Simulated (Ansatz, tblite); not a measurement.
Removing and adding an electron: the cluster Li₂O (the lowest singlet isomer of a short search). Charge 0, multiplicity 1. Geometry: r2SCAN-D4/def2-TZVP. Ansatz, gas phase; energy differences of separate SCF runs; the oxidised species was run as a doublet alone; the reduced species was run as a doublet alone.

```
atom   x (Å)   y (Å)   z (Å)
 Li1  -1.390  -0.810  -0.155
 Li2   1.391   0.808   0.155
  O3  -0.001   0.002  -0.001
```

The xTB rows come from tblite. Correlated methods freeze 1 core orbital; core or outer-core shells of Li are correlated, in sets that lack core-valence functions. In CCSD on the charge -1 doublet the largest single amplitude is 0.20, so its Hartree–Fock determinant may place the open shell otherwise than the density functionals do. HOMO above LUMO, or a gap near zero within one spin, warns that the state may not be the lowest or that an electron is smeared out. The structure comes from a short search, and lower isomers may exist.

Estimate orbital energies and vertical ionisation energies and electron affinities at: GFN1-xTB; GFN2-xTB; HF/def2-TZVPP; PBE-D4/def2-TZVP; PBE-D4/def2-TZVPD; r2SCAN-D4/def2-TZVP; r2SCAN-D4/def2-TZVPD; PBE0-D4/def2-TZVP; PBE0-D4/def2-TZVPD; MP2/def2-TZVPP; CCSD/def2-TZVPD; CCSD/def2-TZVPP; CCSD(T)/def2-TZVPD; CCSD(T)/def2-TZVPP.


| level | −HOMO (eV) | vertical IE (eV) | −LUMO (eV) | vertical EA (eV) | HOMO–LUMO gap (eV) | IE − EA (eV) | remarks |
| --- | --- | --- | --- | --- | --- | --- | --- |
| GFN1-xTB | 10.40 | 14.61 | 6.61 | 4.16 | 3.80 | 10.46 | – |
| GFN2-xTB | 7.92 | 12.52 | 5.05 | 1.61 | 2.87 | 10.91 | – |
| HF/def2-TZVPP | – | 4.32 | – | – | – | – | – |
| PBE-D4/def2-TZVP | 3.11 | 6.78 | 1.01 | – | 2.10 | – | – |
| PBE-D4/def2-TZVPD | 3.14 | – | 1.01 | 0.06 | 2.13 | – | HOMO above zero (-1 doublet), gap within one spin near zero (-1 doublet) |
| r2SCAN-D4/def2-TZVP | 3.15 | 6.37 | 0.47 | – | 2.68 | – | – |
| r2SCAN-D4/def2-TZVPD | 3.19 | – | 0.46 | -0.06 | 2.73 | – | HOMO above zero (-1 doublet), gap within one spin near zero (-1 doublet) |
| PBE0-D4/def2-TZVP | 4.25 | 6.35 | 0.47 | – | 3.78 | – | – |
| PBE0-D4/def2-TZVPD | 4.28 | – | 0.49 | -0.05 | 3.79 | – | HOMO above zero (-1 doublet) |
| MP2/def2-TZVPP | – | 6.72 | – | – | – | – | – |
| CCSD/def2-TZVPD | – | – | – | -0.37 | – | – | HOMO above zero (-1 doublet), large T1 (0.021) (singlet), large T1 (0.050) (-1 doublet) |
| CCSD/def2-TZVPP | – | 6.14 | – | – | – | – | large T1 (0.021) (singlet) |
| CCSD(T)/def2-TZVPD | – | – | – | -0.34 | – | – | HOMO above zero (-1 doublet), large T1 (0.021) (singlet), large T1 (0.050) (-1 doublet) |
| CCSD(T)/def2-TZVPP | – | 6.32 | – | – | – | – | large T1 (0.021) (singlet) |

Relaxing the oxidised species (r2SCAN-D4/def2-TZVP) changes its energy by -0.30 eV at PBE-D4/def2-TZVP, so the adiabatic ionisation energy to this nearest minimum is 6.49 eV. At PBE0-D4/def2-TZVP it is 6.09 eV.  Run but left out: HF/def2-TZVPD, MP2/def2-TZVPD (charge -1 doublet: a determinant that CCSD turns far, T1 0.050).   A HOMO above zero means that the electron is unbound at that level or that self-interaction error raises the level; the energy of removing that electron tells which. Raw xTB energy differences between charge states are shifted by several eV; the methods need an empirical correction for them. A negative affinity means that the extra electron isn't bound; its size then hangs on the basis.
